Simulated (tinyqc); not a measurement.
UHF in the sto-3g basis, for HF, spin multiplicity 1, step by step (part 1 of 3). Computed by tinyqc, a small Python program that keeps every step (integrals from PySCF). Settings: charge = 0, multiplicity = 1, basis = sto-3g, energy threshold = 1e-08, iteration cap = 51, orthogonalisation = symmetric, start = core, DIIS depth = 3, shift = 1.0, method = UHF, break = 0.7. Command: `OMP_NUM_THREADS=1 python tinyqc.py 20985 20986 out.jsonl` (the two numbers bound the seeds that draw the settings). One thread of a shared host (Intel(R) Xeon(R) Processor @ 2.60GHz), about 0.1 s of CPU time with the checks. Later iterations appear only in the table of the cycle.

## One-electron integrals

Geometry (angstrom):
```
atom         x         y         z
F     0.000000  0.000000  0.000000
H     0.000000  0.000000  0.909000
```

Basis sto-3g: exponents (1/bohr^2) and contraction coefficients of normalised primitives:
```
element  l (shell)    exponent  coefficient
F            s (1)  166.679130     0.154329
F            s (1)   30.360812     0.535328
F            s (1)    8.216821     0.444635
F            s (2)    6.464803    -0.099967
F            s (2)    1.502281     0.399513
F            s (2)    0.488588     0.700115
F            p (3)    6.464803     0.155916
F            p (3)    1.502281     0.607684
F            p (3)    0.488588     0.391957
H            s (1)    3.425251     0.154329
H            s (1)    0.623914     0.535328
H            s (1)    0.168855     0.444635
```

Overlap, kinetic and nuclear-attraction integrals over the contracted functions; the nuclear repulsion is the sum of Za Zb / Rab.

nuclear repulsion = 5.23937833 hartree

overlap S, lower triangle:
```
           1F 1s     1F 2s    1F 2px    1F 2py    1F 2pz     2H 1s
1F 1s   1.000000
1F 2s   0.237990  1.000000
1F 2px  0.000000  0.000000  1.000000
1F 2py  0.000000  0.000000  0.000000  1.000000
1F 2pz  0.000000  0.000000  0.000000  0.000000  1.000000
2H 1s   0.050426  0.454260  0.000000  0.000000  0.351983  1.000000
```

kinetic energy T (hartree), lower triangle:
```
            1F 1s     1F 2s    1F 2px    1F 2py    1F 2pz     2H 1s
1F 1s   36.984577
1F 2s   -0.212858  1.037995
1F 2px   0.000000  0.000000  3.248015
1F 2py   0.000000  0.000000  0.000000  3.248015
1F 2pz   0.000000  0.000000  0.000000  0.000000  3.248015
2H 1s    0.000853  0.132999  0.000000  0.000000  0.280987  0.760032
```

nuclear attraction V (hartree), lower triangle:
```
             1F 1s       1F 2s      1F 2px      1F 2py      1F 2pz      2H 1s
1F 1s   -77.591733
1F 2s    -9.315355  -12.118528
1F 2px    0.000000    0.000000  -11.985798
1F 2py    0.000000    0.000000    0.000000  -11.985798
1F 2pz   -0.015323   -0.182785    0.000000    0.000000  -12.105376
2H 1s    -2.035310   -4.286413    0.000000    0.000000   -2.956091  -6.235858
```

core Hamiltonian H = T + V (hartree), lower triangle:
```
             1F 1s       1F 2s     1F 2px     1F 2py     1F 2pz      2H 1s
1F 1s   -40.607156
1F 2s    -9.528213  -11.080533
1F 2px    0.000000    0.000000  -8.737784
1F 2py    0.000000    0.000000   0.000000  -8.737784
1F 2pz   -0.015323   -0.182785   0.000000   0.000000  -8.857362
2H 1s    -2.034457   -4.153414   0.000000   0.000000  -2.675104  -5.475826
```

## Two-electron integrals

Functions are numbered as in S; the eight-fold symmetry (ij|kl) = (ji|kl) = (kl|ij) leaves the list below.

Two-electron integrals (ij|kl) in chemists' order, unique and non-zero (hartree):
```
(11|11) 5.403501   (21|11) 0.841920   (21|21) 0.156299   (22|11) 1.268028
(22|21) 0.292344   (22|22) 0.926167   (31|31) 0.027998   (32|31) 0.043169
(32|32) 0.204588   (33|11) 1.264502   (33|21) 0.292403   (33|22) 0.925959
(33|33) 0.997514   (41|41) 0.027998   (42|41) 0.043169   (42|42) 0.204588
(43|43) 0.053770   (44|11) 1.264502   (44|21) 0.292403   (44|22) 0.925959
(44|33) 0.889973   (44|44) 0.997514   (51|51) 0.027998   (52|51) 0.043169
(52|52) 0.204588   (53|53) 0.053770   (54|54) 0.053770   (55|11) 1.264502
(55|21) 0.292403   (55|22) 0.925959   (55|33) 0.889973   (55|44) 0.889973
(55|55) 0.997514   (61|11) 0.181471   (61|21) 0.033377   (61|22) 0.061938
(61|33) 0.061848   (61|44) 0.061848   (61|51) 0.001356   (61|52) 0.002530
(61|55) 0.062128   (61|61) 0.007200   (62|11) 0.429883   (62|21) 0.100313
(62|22) 0.351171   (62|33) 0.346250   (62|44) 0.346250   (62|51) 0.006773
(62|52) 0.051455   (62|55) 0.360682   (62|61) 0.021686   (62|62) 0.159717
(63|31) 0.010855   (63|32) 0.062974   (63|53) 0.010999   (63|63) 0.024480
(64|41) 0.010855   (64|42) 0.062974   (64|54) 0.010999   (64|64) 0.024480
(65|11) 0.279359   (65|21) 0.066069   (65|22) 0.247742   (65|33) 0.236919
(65|44) 0.236919   (65|51) 0.014790   (65|52) 0.097803   (65|55) 0.269112
(65|61) 0.014924   (65|62) 0.138070   (65|65) 0.143036   (66|11) 0.555842
(66|21) 0.131838   (66|22) 0.529744   (66|33) 0.511077   (66|44) 0.511077
(66|51) 0.011986   (66|52) 0.125459   (66|55) 0.566454   (66|61) 0.028726
(66|62) 0.298691   (66|65) 0.299912   (66|66) 0.774606
```

## Orthogonalisation

S = U s U^T; symmetric (Loewdin) form X = U s^(-1/2) U^T, so that X^T S X = 1.

eigenvalues of S: 0.407519  0.845756  1.000000  1.000000  1.123134  1.623590

X, lower triangle:
```
            1F 1s      1F 2s    1F 2px    1F 2py     1F 2pz     2H 1s
1F 1s    1.023326
1F 2s   -0.133668   1.130118
1F 2px   0.000000   0.000000  1.000000
1F 2py   0.000000   0.000000  0.000000  1.000000
1F 2pz  -0.007751   0.081887  0.000000  0.000000   1.062118
2H 1s    0.022983  -0.296976  0.000000  0.000000  -0.226051  1.166689
```

## Starting guess

The start is the orbitals of the core Hamiltonian, with HOMO and LUMO mixed by +/-0.7 rad for the two spins; D(s) = C_occ C_occ^T for each spin.

D(alpha) at the start, lower triangle:
```
            1F 1s      1F 2s     1F 2px     1F 2py     1F 2pz     2H 1s
1F 1s    1.064701
1F 2s   -0.285196   1.282471
1F 2px   0.005302  -0.056349   0.970452
1F 2py   0.019150  -0.203527  -0.106722   0.614531
1F 2pz  -0.025653   0.176978  -0.037075  -0.133910   1.139440
2H 1s    0.063420  -0.402258   0.158055   0.570875  -0.330001  0.655525
```

D(beta) at the start, lower triangle:
```
            1F 1s      1F 2s     1F 2px     1F 2py     1F 2pz     2H 1s
1F 1s    1.064701
1F 2s   -0.285196   1.282471
1F 2px  -0.005302   0.056349   0.970452
1F 2py  -0.019150   0.203527  -0.106722   0.614531
1F 2pz  -0.025653   0.176978   0.037075   0.133910   1.139440
2H 1s    0.063420  -0.402258  -0.158055  -0.570875  -0.330001  0.655525
```

## Iteration 1: building the Fock matrix

J_ij = sum D_kl (ij|kl) with D = D(alpha) + D(beta), K_ij = sum D_kl (ik|jl) for each spin; F = H + J - K(s); E = tr D H + tr D J / 2 - 0.5 sum_s tr D(s) K(s) + E_nn.

Coulomb J (hartree), lower triangle:
```
            1F 1s     1F 2s     1F 2px    1F 2py    1F 2pz     2H 1s
1F 1s   20.402594
1F 2s    3.890282  9.605781
1F 2px   0.000000  0.000000   9.608022
1F 2py   0.000000  0.000000  -0.022954  9.531470
1F 2pz   0.013324  0.093633   0.000000  0.000000  9.651325
2H 1s    0.831402  3.614835   0.000000  0.000000  2.572978  5.536880
```

exchange K(alpha) (hartree), lower triangle:
```
            1F 1s     1F 2s     1F 2px    1F 2py    1F 2pz     2H 1s
1F 1s    5.549604
1F 2s    0.957972  1.545766
1F 2px  -0.000566  0.002753   1.289416
1F 2py  -0.002043  0.009945  -0.100719  0.953518
1F 2pz   0.000841  0.014947   0.004195  0.015153  1.328737
2H 1s    0.213392  0.543305   0.052782  0.190641  0.326187  0.523188
```

exchange K(beta) (hartree), lower triangle:
```
           1F 1s      1F 2s     1F 2px     1F 2py    1F 2pz     2H 1s
1F 1s   5.549604
1F 2s   0.957972   1.545766
1F 2px  0.000566  -0.002753   1.289416
1F 2py  0.002043  -0.009945  -0.100719   0.953518
1F 2pz  0.000841   0.014947  -0.004195  -0.015153  1.328737
2H 1s   0.213392   0.543305  -0.052782  -0.190641  0.326187  0.523188
```

F(alpha) (hartree), lower triangle:
```
             1F 1s      1F 2s     1F 2px     1F 2py     1F 2pz      2H 1s
1F 1s   -25.754166
1F 2s    -6.595903  -3.020518
1F 2px    0.000566  -0.002753  -0.419177
1F 2py    0.002043  -0.009945   0.077765  -0.159831
1F 2pz   -0.002840  -0.104099  -0.004195  -0.015153  -0.534774
2H 1s    -1.416447  -1.081883  -0.052782  -0.190641  -0.428313  -0.462135
```

F(beta) (hartree), lower triangle:
```
             1F 1s      1F 2s     1F 2px     1F 2py     1F 2pz      2H 1s
1F 1s   -25.754166
1F 2s    -6.595903  -3.020518
1F 2px   -0.000566   0.002753  -0.419177
1F 2py   -0.002043   0.009945   0.077765  -0.159831
1F 2pz   -0.002840  -0.104099   0.004195   0.015153  -0.534774
2H 1s    -1.416447  -1.081883   0.052782   0.190641  -0.428313  -0.462135
```

total energy of this density = -97.77152459 hartree

## Iteration 1: diagonalisation and new density

A level shift of 1 hartree raises the virtual space: F + shift (S - S D(s) S), with D(s) the density of one spin. Diagonalise F' = X^T F X, C = X C', fill 5 alpha and 5 beta electrons from the bottom; D(s) = C_occ C_occ^T. Each column has its largest component positive (the first on a tie).

F' = X^T F X (alpha) (hartree), lower triangle:
```
            1          2          3          4          5         6
1  -25.279456
2   -3.399620  -1.746331
3   -0.000465   0.027262  -0.389630
4   -0.001678   0.098467   0.184487   0.225638
5   -0.021719   0.023704   0.013218   0.047743  -0.416413
6   -0.225507  -0.568974  -0.190264  -0.687210  -0.399419  0.615424
```

orbital energies (alpha) (hartree): MO1 -25.764230, MO2 -1.416487, MO3 -0.574807, MO4 -0.440708, MO5 -0.138271, MO6 1.343735

coefficients C (alpha):
```
              MO1        MO2        MO3        MO4        MO5        MO6
1F 1s    0.994610  -0.260209   0.053682   0.000000   0.045010   0.061534
1F 2s    0.022998   1.004809  -0.271965   0.000000  -0.307098  -0.459879
1F 2px  -0.000046   0.016383   0.074468   0.963745   0.208761  -0.147652
1F 2py  -0.000165   0.059173   0.268970  -0.266826   0.754020  -0.533302
1F 2pz   0.002178   0.104992   0.818844   0.000000  -0.585090  -0.402611
2H 1s   -0.005729   0.032531   0.290573   0.000000   0.614383   1.018820
```

F' = X^T F X (beta) (hartree), lower triangle:
```
            1          2          3          4          5         6
1  -25.279456
2   -3.399620  -1.746331
3    0.000465  -0.027262  -0.389630
4    0.001678  -0.098467   0.184487   0.225638
5   -0.021719   0.023704  -0.013218  -0.047743  -0.416413
6   -0.225507  -0.568974   0.190264   0.687210  -0.399419  0.615424
```

orbital energies (beta) (hartree): MO1 -25.764230, MO2 -1.416487, MO3 -0.574807, MO4 -0.440708, MO5 -0.138271, MO6 1.343735

coefficients C (beta):
```
              MO1        MO2        MO3        MO4        MO5        MO6
1F 1s    0.994610  -0.260209   0.053682   0.000000  -0.045010   0.061534
1F 2s    0.022998   1.004809  -0.271965   0.000000   0.307098  -0.459879
1F 2px   0.000046  -0.016383  -0.074468   0.963745   0.208761   0.147652
1F 2py   0.000165  -0.059173  -0.268970  -0.266826   0.754020   0.533302
1F 2pz   0.002178   0.104992   0.818844   0.000000   0.585090  -0.402611
2H 1s   -0.005729   0.032531   0.290573   0.000000  -0.614383   1.018820
```

D(alpha) after iteration 1, lower triangle:
```
            1F 1s      1F 2s     1F 2px     1F 2py     1F 2pz     2H 1s
1F 1s    1.061865
1F 2s   -0.267009   1.178444
1F 2px   0.009086  -0.067902   0.978199
1F 2py   0.032816  -0.245254  -0.078743   0.715589
1F 2pz  -0.007531   0.062531  -0.059446  -0.214713   1.023864
2H 1s    0.029089  -0.235146   0.150431   0.543339  -0.118132  0.462990
```

D(beta) after iteration 1, lower triangle:
```
            1F 1s      1F 2s     1F 2px     1F 2py     1F 2pz     2H 1s
1F 1s    1.061865
1F 2s   -0.267009   1.178444
1F 2px  -0.009086   0.067902   0.978199
1F 2py  -0.032816   0.245254  -0.078743   0.715589
1F 2pz  -0.007531   0.062531   0.059446   0.214713   1.023864
2H 1s    0.029089  -0.235146  -0.150431  -0.543339  -0.118132  0.462990
```

## Iteration 2: building the Fock matrix

As before.

Coulomb J (hartree), lower triangle:
```
            1F 1s     1F 2s     1F 2px    1F 2py    1F 2pz     2H 1s
1F 1s   20.437409
1F 2s    3.899791  9.646828
1F 2px   0.000000  0.000000   9.646030
1F 2py   0.000000  0.000000  -0.016936  9.589547
1F 2pz   0.007851  0.071726   0.000000  0.000000  9.678376
2H 1s    0.833045  3.621322   0.000000  0.000000  2.566282  5.508424
```

exchange K(alpha) (hartree), lower triangle:
```
            1F 1s      1F 2s     1F 2px     1F 2py    1F 2pz     2H 1s
1F 1s    5.546343
1F 2s    0.959791   1.559760
1F 2px  -0.000106  -0.012158   1.296820
1F 2py  -0.000384  -0.043912  -0.074313   1.048984
1F 2pz   0.001108   0.009694  -0.018807  -0.067930  1.317673
2H 1s    0.213586   0.580450   0.038700   0.139779  0.375705  0.538214
```

exchange K(beta) (hartree), lower triangle:
```
           1F 1s     1F 2s     1F 2px     1F 2py    1F 2pz     2H 1s
1F 1s   5.546343
1F 2s   0.959791  1.559760
1F 2px  0.000106  0.012158   1.296820
1F 2py  0.000384  0.043912  -0.074313   1.048984
1F 2pz  0.001108  0.009694   0.018807   0.067930  1.317673
2H 1s   0.213586  0.580450  -0.038700  -0.139779  0.375705  0.538214
```

F(alpha) (hartree), lower triangle:
```
             1F 1s      1F 2s     1F 2px     1F 2py     1F 2pz      2H 1s
1F 1s   -25.716090
1F 2s    -6.588212  -2.993464
1F 2px    0.000106   0.012158  -0.388574
1F 2py    0.000384   0.043912   0.057377  -0.197220
1F 2pz   -0.008579  -0.120752   0.018807   0.067930  -0.496659
2H 1s    -1.414998  -1.112543  -0.038700  -0.139779  -0.484527  -0.505617
```

F(beta) (hartree), lower triangle:
```
             1F 1s      1F 2s     1F 2px     1F 2py     1F 2pz      2H 1s
1F 1s   -25.716090
1F 2s    -6.588212  -2.993464
1F 2px   -0.000106  -0.012158  -0.388574
1F 2py   -0.000384  -0.043912   0.057377  -0.197220
1F 2pz   -0.008579  -0.120752  -0.018807  -0.067930  -0.496659
2H 1s    -1.414998  -1.112543   0.038700   0.139779  -0.484527  -0.505617
```

total energy of this density = -98.07613182 hartree

## Iteration 2: DIIS over 2 matrices

error matrix X^T (FDS - SDF) X (alpha):
```
           1          2          3          4          5          6
1   0.000000   0.002271   0.004605   0.016633   0.000825  -0.021489
2  -0.002271   0.000000  -0.030067  -0.108597   0.017453   0.127049
3  -0.004605   0.030067   0.000000   0.000000   0.046317  -0.026877
4  -0.016633   0.108597   0.000000   0.000000   0.167292  -0.097076
5  -0.000825  -0.017453  -0.046317  -0.167292   0.000000   0.211320
6   0.021489  -0.127049   0.026877   0.097076  -0.211320   0.000000
```

B (overlaps of the stored error matrices):
```
               1              2
1  6.0548307e-01  5.1298757e-01
2  5.1298757e-01  4.5937216e-01
```

Minimise |sum c_i e_i|^2 with sum c_i = 1: solve [B -1; -1 0][c; lambda] = [0; -1] with B_ij = tr e_i^T e_j summed over both spins, and take F = sum c_i F_i.

DIIS coefficients: -1.378994  2.378994

extrapolated F(alpha) (hartree), lower triangle:
```
             1F 1s      1F 2s     1F 2px     1F 2py     1F 2pz      2H 1s
1F 1s   -25.663585
1F 2s    -6.577607  -2.956157
1F 2px   -0.000527   0.032720  -0.346372
1F 2py   -0.001904   0.118180   0.029263  -0.248780
1F 2pz   -0.016494  -0.143717   0.050528   0.182503  -0.444100
2H 1s    -1.412999  -1.154822  -0.019281  -0.069641  -0.562045  -0.565579
```

extrapolated F(beta) (hartree), lower triangle:
```
             1F 1s      1F 2s     1F 2px     1F 2py     1F 2pz      2H 1s
1F 1s   -25.663585
1F 2s    -6.577607  -2.956157
1F 2px    0.000527  -0.032720  -0.346372
1F 2py    0.001904  -0.118180   0.029263  -0.248780
1F 2pz   -0.016494  -0.143717  -0.050528  -0.182503  -0.444100
2H 1s    -1.412999  -1.154822   0.019281   0.069641  -0.562045  -0.565579
```

## Iteration 2: diagonalisation and new density

As before.

F' = X^T F X (alpha) (hartree), lower triangle:
```
            1          2          3          4          5         6
1  -25.187426
2   -3.409380  -1.601891
3   -0.008253   0.074016  -0.324571
4   -0.029807   0.267335   0.108006   0.035631
5   -0.040924   0.082759   0.089808   0.324374  -0.221103
6   -0.196939  -0.747663  -0.159998  -0.577893  -0.695929  0.645742
```

orbital energies (alpha) (hartree): MO1 -25.673848, MO2 -1.398862, MO3 -0.524513, MO4 -0.354474, MO5 -0.286969, MO6 1.585047

coefficients C (alpha):
```
              MO1        MO2        MO3        MO4        MO5        MO6
1F 1s    0.994559  -0.251142   0.075574   0.000000   0.024822   0.084289
1F 2s    0.023249   0.953059  -0.356889   0.000000  -0.211126  -0.555992
1F 2px  -0.000021  -0.017781  -0.007315   0.963745   0.239219  -0.116623
1F 2py  -0.000075  -0.064223  -0.026422  -0.266826   0.864030  -0.421228
1F 2pz   0.002790   0.165282   0.849123   0.000000  -0.258594  -0.608895
2H 1s   -0.005976   0.104379   0.281042   0.000000   0.533720   1.061232
```

F' = X^T F X (beta) (hartree), lower triangle:
```
            1          2          3          4          5         6
1  -25.187426
2   -3.409380  -1.601891
3    0.008253  -0.074016  -0.324571
4    0.029807  -0.267335   0.108006   0.035631
5   -0.040924   0.082759  -0.089808  -0.324374  -0.221103
6   -0.196939  -0.747663   0.159998   0.577893  -0.695929  0.645742
```

orbital energies (beta) (hartree): MO1 -25.673848, MO2 -1.398862, MO3 -0.524513, MO4 -0.354474, MO5 -0.286969, MO6 1.585047

coefficients C (beta):
```
              MO1        MO2        MO3        MO4        MO5        MO6
1F 1s    0.994559  -0.251142   0.075574   0.000000  -0.024822   0.084289
1F 2s    0.023249   0.953059  -0.356889   0.000000   0.211126  -0.555992
1F 2px   0.000021   0.017781   0.007315   0.963745   0.239219   0.116623
1F 2py   0.000075   0.064223   0.026422  -0.266826   0.864030   0.421228
1F 2pz   0.002790   0.165282   0.849123   0.000000   0.258594  -0.608895
2H 1s   -0.005976   0.104379   0.281042   0.000000  -0.533720   1.061232
```

D(alpha) after iteration 2, lower triangle:
```
            1F 1s      1F 2s     1F 2px     1F 2py    1F 2pz     2H 1s
1F 1s    1.058547
1F 2s   -0.248442   1.080806
1F 2px   0.009830  -0.064841   0.986399
1F 2py   0.035505  -0.234200  -0.049125   0.822567
1F 2pz   0.019018  -0.090858  -0.071011  -0.256484  0.815206
2H 1s    0.002330  -0.113643   0.123764   0.447021  0.117858  0.374772
```

D(beta) after iteration 2, lower triangle:
```
            1F 1s      1F 2s     1F 2px     1F 2py    1F 2pz     2H 1s
1F 1s    1.058547
1F 2s   -0.248442   1.080806
1F 2px  -0.009830   0.064841   0.986399
1F 2py  -0.035505   0.234200  -0.049125   0.822567
1F 2pz   0.019018  -0.090858   0.071011   0.256484  0.815206
2H 1s    0.002330  -0.113643  -0.123764  -0.447021  0.117858  0.374772
```

## Iteration 3: building the Fock matrix

As before.

Coulomb J (hartree), lower triangle:
```
            1F 1s     1F 2s     1F 2px    1F 2py    1F 2pz     2H 1s
1F 1s   20.335182
1F 2s    3.878342  9.610584
1F 2px   0.000000  0.000000   9.609041
1F 2py   0.000000  0.000000  -0.010566  9.573803
1F 2pz  -0.000669  0.045708   0.000000  0.000000  9.622346
2H 1s    0.827924  3.608669   0.000000  0.000000  2.552403  5.505244
```

exchange K(alpha) (hartree), lower triangle:
```
            1F 1s      1F 2s     1F 2px     1F 2py    1F 2pz     2H 1s
1F 1s    5.540201
1F 2s    0.958462   1.550706
1F 2px  -0.000056  -0.019360   1.298821
1F 2py  -0.000201  -0.069927  -0.046361   1.144205
1F 2pz   0.001608  -0.024388  -0.036333  -0.131230  1.234634
2H 1s    0.213637   0.607341   0.022858   0.082559  0.419954  0.599075
```

exchange K(beta) (hartree), lower triangle:
```
           1F 1s      1F 2s     1F 2px     1F 2py    1F 2pz     2H 1s
1F 1s   5.540201
1F 2s   0.958462   1.550706
1F 2px  0.000056   0.019360   1.298821
1F 2py  0.000201   0.069927  -0.046361   1.144205
1F 2pz  0.001608  -0.024388   0.036333   0.131230  1.234634
2H 1s   0.213637   0.607341  -0.022858  -0.082559  0.419954  0.599075
```

F(alpha) (hartree), lower triangle:
```
             1F 1s      1F 2s     1F 2px     1F 2py     1F 2pz      2H 1s
1F 1s   -25.812175
1F 2s    -6.608333  -3.020655
1F 2px    0.000056   0.019360  -0.427564
1F 2py    0.000201   0.069927   0.035795  -0.308186
1F 2pz   -0.017600  -0.112688   0.036333   0.131230  -0.469649
2H 1s    -1.420170  -1.152086  -0.022858  -0.082559  -0.542655  -0.569658
```

F(beta) (hartree), lower triangle:
```
             1F 1s      1F 2s     1F 2px     1F 2py     1F 2pz      2H 1s
1F 1s   -25.812175
1F 2s    -6.608333  -3.020655
1F 2px   -0.000056  -0.019360  -0.427564
1F 2py   -0.000201  -0.069927   0.035795  -0.308186
1F 2pz   -0.017600  -0.112688  -0.036333  -0.131230  -0.469649
2H 1s    -1.420170  -1.152086   0.022858   0.082559  -0.542655  -0.569658
```

total energy of this density = -98.34896619 hartree
